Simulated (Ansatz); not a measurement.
Geometry optimisation, Ansatz, UKS B3LYP-D4/cc-pVDZ.

Input file:

```yaml
crystal:
  periodic: [false, false, false]
  atoms:
    - { symbol: S, position_ang: [-1.41763, -0.37031, 0.92174] }
    - { symbol: O, position_ang: [-0.43663, 0.75108, 0.33474] }
    - { symbol: S, position_ang: [0.95692, 0.48168, -0.60028] }
    - { symbol: H, position_ang: [0.89734, -0.86245, -0.6562] }
magnetization:
  spin_polarized: true
  initial_magnetization: 1
basis:
  gaussian: { orbitals: cc-pVDZ }
hamiltonian:
  xc: b3lyp
  dispersion: d4
relax:
  f_tol: 0.015
  max_steps: 40
```

Launched with:

```bash
$ ansatz run input.yaml --threads 1 --pin off --max-ram 2048MiB --backend cpu --events-out ev --progress --plain --runs-dir out
```

Question: Where does it end, and by what steps?

Answer: It converged. After 5 steps the energy has fallen by 0.088 eV; O2 moved furthest, 0.06 Å.

| step | energy less start (eV) | largest force component (eV/Å) | accepted |
| --- | --- | --- | --- |
| 0 | 0.0000 | 1.676 | yes |
| 1 | -0.0525 | 1.057 | yes |
| 2 | -0.0873 | 0.116 | yes |
| 3 | -0.0878 | 0.043 | yes |
| 4 | -0.0879 | 0.019 | yes |
| 5 | -0.0879 | 0.000 | yes |

```xyz
4
Properties=species:S:1:pos:R:3
S -1.400 -0.420 0.904
O -0.441 0.810 0.346
S 0.981 0.485 -0.621
H 0.859 -0.875 -0.629
```

Whether the end is a true minimum wasn't checked by a vibrational analysis.

Time of the run: 9.2 s on 1 thread of Intel(R) Xeon(R) 6975P-C (Granite Rapids), on a shared host, peak memory 0.15 GiB.
